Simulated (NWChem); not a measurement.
The numbers come from NWChem runs, not from measurements. System: methane (CH4), charge 0, spin multiplicity 1, at a geometry optimised with PBE/def2-SVP. Level: G0W0@PBE/def2-SVP, RI basis def2-svp-rifit.

NWChem printed:

```
             Northwest Computational Chemistry Package (NWChem) 7.3.0
             --------------------------------------------------------

                                NWChem Input Module
                                -------------------

 Scaling coordinates for geometry "geometry" by  1.889725989
 (inverse scale =  0.529177249)

 Turning off AUTOSYM since
 SYMMETRY directive was detected!

                             Geometry "geometry" -> ""
                             -------------------------

 Output coordinates in angstroms (scale by  1.889725989 to convert to a.u.)

  No.       Tag          Charge          X              Y              Z
 ---- ---------------- ---------- -------------- -------------- --------------
    1 C                    6.0000     0.00000000     0.00000000     0.00000000
    2 H                    1.0000     0.00000000     0.90301900     0.63852800
    3 H                    1.0000     0.00000000    -0.90301900     0.63852800
    4 H                    1.0000    -0.90302000     0.00000000    -0.63852700
    5 H                    1.0000     0.90302000     0.00000000    -0.63852700

 Effective nuclear repulsion energy (a.u.)      13.2414293000

            Nuclear Dipole moment (a.u.)
            ----------------------------
        X                 Y               Z
 ---------------- ---------------- ----------------
     0.0000000000     0.0000000000     0.0000037795

      Symmetry information
      --------------------

 Group name             C2v
 Group number             16
 Group order               4
 No. of unique centers     3

      Symmetry unique atoms

     1    2    4


 Summary of "ao basis" -> "" (spherical)
 ------------------------------------------------------------------------------
       Tag                 Description            Shells   Functions and Types
 ---------------- ------------------------------  ------  ---------------------
 *                          def2-svp                  on all atoms

 new library libraries.bse/

 Summary of "ri basis" -> "" (spherical)
 ------------------------------------------------------------------------------
       Tag                 Description            Shells   Functions and Types
 ---------------- ------------------------------  ------  ---------------------
 *                       def2-svp-rifit               on all atoms

  pbe96 is a nonlocal functional; adding pw91lda local functional.

                                 NWChem DFT Module
[...]
              MO Center= -3.0D-15, -5.2D-17, -7.3D-01, r^2= 3.4D+00
   Bfn.  Coefficient  Atom+Function         Bfn.  Coefficient  Atom+Function
  ----- ------------  ---------------      ----- ------------  ---------------
    26      1.578724  4 H  s                 31     -1.578724  5 H  s
     7      1.209368  1 C  px                 4      0.396556  1 C  px
    25      0.131304  4 H  s                 30     -0.131304  5 H  s

 center of mass
 --------------
 x =   0.00000000 y =   0.00000000 z =   0.00000024

 moments of inertia (a.u.)
 ------------------
          11.739085945953           0.000000000000           0.000000000000
           0.000000000000          11.739098945850           0.000000000000
           0.000000000000           0.000000000000          11.739160689336

     Multipole analysis of the density
     ---------------------------------

     L   x y z        total         alpha         beta         nuclear
     -   - - -        -----         -----         ----         -------
     0   0 0 0     -0.000000     -5.000000     -5.000000     10.000000

     1   1 0 0     -0.000000     -0.000000     -0.000000      0.000000
     1   0 1 0     -0.000000     -0.000000     -0.000000      0.000000
     1   0 0 1      0.000000     -0.000002     -0.000002      0.000004

     2   2 0 0     -6.196320     -6.010167     -6.010167      5.824014
     2   1 1 0      0.000000      0.000000      0.000000      0.000000
     2   1 0 1      0.000000      0.000000      0.000000      0.000000
     2   0 2 0     -6.196324     -6.010162     -6.010162      5.824001
     2   0 1 1      0.000000      0.000000      0.000000      0.000000
     2   0 0 2     -6.196343     -6.010141     -6.010141      5.823940

 Task  times  cpu:        0.4s     wall:        0.4s

                                NWChem Input Module
                                -------------------

                                 NWChem GW Module
                                 ----------------

                             ***********************
                             ***        GW       ***
                             ***********************

 Summary of "ri basis" -> "ri basis" (spherical)
 ------------------------------------------------------------------------------
       Tag                 Description            Shells   Functions and Types
 ---------------- ------------------------------  ------  ---------------------
 C                       def2-svp-rifit             16       48   6s5p4d1f
 H                       def2-svp-rifit              6       14   3s2p1d

                 Memory Information
                 ------------------
          Available GA per process is          1700.0 MBs
          Available stack per process is        700.0 MBs
          Available heap per process is           0.0 MBs

          Peak memory in Initialization
              Peak GA per process is                  0.3 MBs
              Peak stack per process is               0.0 MBs
              Peak heap per process is                0.3 MBs
              Memory not in MA per process            0.0 MBs

          Peak memory in AFF Calculation
              Peak GA per process is                  0.5 MBs
              Peak stack per process is               0.2 MBs
              Peak heap per process is                0.0 MBs
              Memory not in MA per process            0.2 MBs

          Computing 2-center integrals
          Computing Inverse Cholesky factor
          Computing 3-center integrals
          Computing V_xc ...

          Computing Sigma_x
          Computing RPA polarizability
          Solving quasiparticle equations

                  Alpha Orbitals
          State     Energy (eV)     Error (eV)
          -----------------------------------
@GW         2        -20.970           0.001
@GW         3        -13.519           0.003
@GW         4        -13.519           0.003
@GW         5        -13.519           0.003
@GW         6          4.485           0.002
@GW         7          6.704           0.002

   Applying  -4.2573 eV scissor-shift to rest of particle states

   Applying   3.0258 eV scissor-shift to rest of hole states

     GW Timing Statistics
   ------------------------
   Init.   :          0.0s
     ERIs  :          0.0s
     Distr.:          0.0s
     Vxc   :          0.1s
   Sigma_x :          0.0s
   RPA     :          0.0s
   Wmn     :          0.0s
   Sigma_c :          0.0s
   GW total:          0.2s

 Task  times  cpu:        0.2s     wall:        0.2s

 Total times  cpu:        0.6s     wall:        0.6s
```

Task: Write an NWChem input that would produce this output.

Result: This is not unique; one that fits is 
```
start mol
memory heap 200 mb stack 700 mb global 1700 mb
geometry units angstroms nocenter noautoz
  C      0.000000     0.000000    -0.000000
  H      0.000000     0.903019     0.638528
  H      0.000000    -0.903019     0.638528
  H     -0.903020     0.000000    -0.638527
  H      0.903020     0.000000    -0.638527
  symmetry group C2v
end
basis spherical
  * library def2-svp
end
basis "ri basis" bse spherical
  * library def2-svp-rifit
end
dft
  xc xpbe96 cpbe96
  iterations 100
  direct
  tolerances tight
end
task dft energy
gw
  states alpha occ 4 vir 2
end
task dft gw
```
